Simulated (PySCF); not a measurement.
Species: C5H11S (charge +1).
Z-matrix (Å and degrees, PBE0-D3(BJ)/def2-SVP geometry), rows numbered from 1:
```
C 
S   1  1.7987
C   2  1.8322  1  103.02
C   3  1.5202  2  105.78  1   -86.24
C   4  1.5234  3  106.11  2   -40.30
C   5  1.5264  4  107.50  3    48.83
H   1  1.0980  2  110.96  3    45.22
H   1  1.0988  2  107.17  3   166.56
H   1  1.0987  2  107.21  3   -76.42
H   3  1.1005  2  104.72  1   154.45
H   3  1.0995  2  108.05  1    38.91
H   4  1.1021  3  110.64  2    80.25
H   4  1.1001  3  109.99  2  -161.95
H   5  1.0998  4  112.54  3   169.70
H   5  1.1013  4  110.22  3   -70.95
H   6  1.0984  2  107.27  1  -123.83
H   6  1.0998  2  106.31  1    -7.41
```

Method: core-valence-separated Tamm–Dancoff BHandHLYP/aug-pcX-1 (pcseg-1 on H, def2-SVPD on S) in PySCF, non-relativistic, gas phase, PBE0-D3(BJ)/def2-SVP geometry. No empirical shift is added; at this level the pattern usually sits a few eV under experiment.

(1) List the carbon K-edge absorption lines.

## Answers

(1) 
```
E (eV)       f  core hole on          main final orbital
284.56  0.0644            C6                 LUMO (44 %)
284.68  0.0638            C3                 LUMO (57 %)
284.90  0.0579            C1               LUMO+1 (52 %)
285.91  0.0146            C5                 LUMO (86 %)
285.98  0.0132            C4                 LUMO (87 %)
286.29  0.0085            C5               LUMO+1 (67 %)
286.46  0.0138            C4               LUMO+2 (44 %)
286.75  0.0081            C4               LUMO+1 (57 %)
286.85  0.0236            C5               LUMO+3 (33 %)
286.93  0.0030            C1                 LUMO (92 %)
286.94  0.0379       C4 + C5  spread (2 roots, f summed)
286.95  0.0054            C6               LUMO+1 (62 %)
287.09  0.0048            C3               LUMO+1 (78 %)
287.26  0.0053            C1               LUMO+2 (53 %)
287.57  0.0260         C3/C6  LUMO+2 (2 roots, f summed)
287.60  0.0080            C4               LUMO+4 (40 %)
287.63  0.0063            C5               LUMO+4 (50 %)
287.76  0.0595         C3/C6  spread (2 roots, f summed)
287.80  0.0382            C1                      spread
287.89  0.0363            C1               LUMO+7 (31 %)
```

The first line with a tenth or more of the strongest one's intensity is at 284.56 eV (f = 0.064), with the hole on C6 (sp3 carbon bound to sulfur). It is also the strongest listed.

Roots within 0.03 eV whose holes lie on the same, on equivalent or on shared atoms are summed into one line, and the highest roots are left out, as the search may have cut off their partners. Final orbitals are the ground state's empty Kohn–Sham orbitals.

Q: What are the wavelength and the wavenumber of the 286.94 eV line?

A: λ = 12398.42 eV Å/286.94 eV = 43.209 Å; 2.3143 × 10⁶ cm⁻¹.

Only the lowest roots of each edge were sought.

Cost: about 50 s of CPU time on one thread; the machine was shared, so the figure is rough.

One conformer stands for the species.
